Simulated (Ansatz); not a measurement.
Born–Oppenheimer molecular dynamics of C$_{2}$H$_{7}$B (10 atoms, charge 0, multiplicity 1). It starts from a relaxed structure.

Theory: RKS CAM-B3LYP/6-31G* (Ansatz).

| Property | Result |
| --- | --- |
| ensemble | NVE (velocity Verlet) |
| time step | 1 fs |
| steps asked | 150 |
| starting velocities drawn for | 50 K |
| seed | 618864 |

First frame:

```xyz
10
Properties=species:S:1:pos:R:3
B -0.063 -0.104 0.041
C -0.009 0.056 1.597
H -0.981 0.036 2.098
H 0.664 -0.664 2.076
H 0.439 1.043 1.796
H 0.966 -0.330 -0.540
C -1.375 0.009 -0.802
H -1.657 -1.021 -1.079
H -2.229 0.444 -0.273
H -1.231 0.531 -1.755
```

**Question.** How far do the bonds stretch over the last three quarters of this one trajectory? (Pairs bonded in most of those frames.)

**Answer.** 
| bond | mean (Å) | spread (Å) | shortest | longest |
| --- | --- | --- | --- | --- |
| B1–C2 | 1.565 | 0.007 | 1.55 | 1.58 |
| B1–H6 | 1.203 | 0.006 | 1.19 | 1.21 |
| B1–C7 | 1.565 | 0.006 | 1.55 | 1.58 |
| C2–H3 | 1.095 | 0.004 | 1.09 | 1.10 |
| C2–H4 | 1.095 | 0.003 | 1.09 | 1.10 |
| C2–H5 | 1.104 | 0.014 | 1.08 | 1.13 |
| C7–H8 | 1.102 | 0.002 | 1.10 | 1.11 |
| C7–H9 | 1.095 | 0.011 | 1.08 | 1.11 |
| C7–H10 | 1.096 | 0.010 | 1.08 | 1.11 |

Mean temperature of the second half: 25 K. The conserved energy stayed within 0.18 meV per atom of its start (net change 0.14 meV per atom), so the integration is sound. Over the second half the temperature averaged 0.50 of the 50 K drawn at the start: a run that starts near a minimum puts about half its kinetic energy into the potential. A run of 0.15 ps of so small a system gives no equilibrium averages.

The run took 4.1 min on 1 thread of Arm Neoverse V2 (shared host), peak memory 0.12 GiB.
